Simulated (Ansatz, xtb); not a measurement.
**Two isomers of C3H5Cl**

Structure X is `C=C(C)Cl`, a singlet and structure Y is `C=CCCl`, a singlet. Both are isolated molecules in the gas phase, relaxed with B3LYP/6-31G*, each in the lowest conformer that the search found.

X (Å):

```yaml
atoms:
  - { symbol: C, position_ang: [-0.8615, 1.2393, 2.3435] }
  - { symbol: C, position_ang: [-0.8031, 1.9993, 1.2525] }
  - { symbol: C, position_ang: [-0.2102, 3.3717, 1.1453] }
  - { symbol: Cl, position_ang: [-1.4759, 1.3937, -0.2715] }
  - { symbol: H, position_ang: [-1.3086, 0.2518, 2.3423] }
  - { symbol: H, position_ang: [-0.4497, 1.6087, 3.2784] }
  - { symbol: H, position_ang: [-0.9630, 4.0990, 0.8194] }
  - { symbol: H, position_ang: [0.1865, 3.6875, 2.1152] }
  - { symbol: H, position_ang: [0.6023, 3.3908, 0.4097] }
```

Y (Å):

```csv
atom,x (Å),y (Å),z (Å)
C,-0.3391,-0.3978,0.9829
C,-0.9511,0.3435,0.0582
C,-0.7623,1.8184,-0.0714
Cl,-0.0466,2.2607,-1.7015
H,-0.5188,-1.4658,1.0671
H,0.3623,0.0360,1.6925
H,-1.6409,-0.1148,-0.6483
H,-1.7089,2.3618,-0.0230
H,-0.0791,2.2118,0.6831
```

Energies in hartree; the thermal terms are from B3LYP/6-31G* harmonic frequencies (ideal gas, rigid rotor, one conformer each, 400 K, 1 atm) and include the zero-point energy:

|  | X | Y |
| --- | --- | --- |
| E, CCSD(T)/def2-TZVP | −576.800061 | −576.793653 |
| zero-point energy | 0.071256 | 0.071905 |
| H(400 K) − E | 0.080263 | 0.080822 |
| G(400 K) − E | 0.031646 | 0.031844 |

Problem. Work out ΔE, ΔE₀, ΔH and ΔG for X → Y in kJ/mol (1 Eh = 2625.50 kJ/mol) and the equilibrium ratio [Y]/[X].

Solution. 1. ΔE = −576.793653 − (−576.800061) = +0.006408 Eh = +16.82 kJ/mol.
2. ΔE₀ = ΔE + ΔZPE = +0.006408 + (+0.000649) Eh = +18.53 kJ/mol.
3. ΔH = ΔE + (+0.000559) Eh = +18.29 kJ/mol.
4. ΔG = ΔE + (+0.000198) Eh = +17.34 kJ/mol, so ΔS = (ΔH − ΔG)/T = +2.4 J/(mol K).
5. kT = 1.2667 mEh, so K = [Y]/[X] = exp(−ΔG/kT) = exp(−5.22) ≈ 0.0054.

Structure X is favoured at this temperature. An error of 4 kJ/mol in ΔG would change K by a factor of 3.3. Mirror images and further conformers aren't counted.

As drawn, both hold the same kinds of bond in the same numbers. Structure X has 1 methyl group, Y 0.

Other levels gave ΔE = +34.2 (GFN2-xTB); +15.5 (HF/STO-3G, GFN2-xTB geometries); +25.4 (r2SCAN-D4/def2-SVP, GFN2-xTB geometries); +14.9 (B3LYP/6-31G*); +7.9 (HF/def2-TZVP); +20.5 (MP2/def2-TZVP) kJ/mol. The correlated steps freeze 8 core orbitals. Programs: Ansatz 0.2.0, xtb 6.7.1.
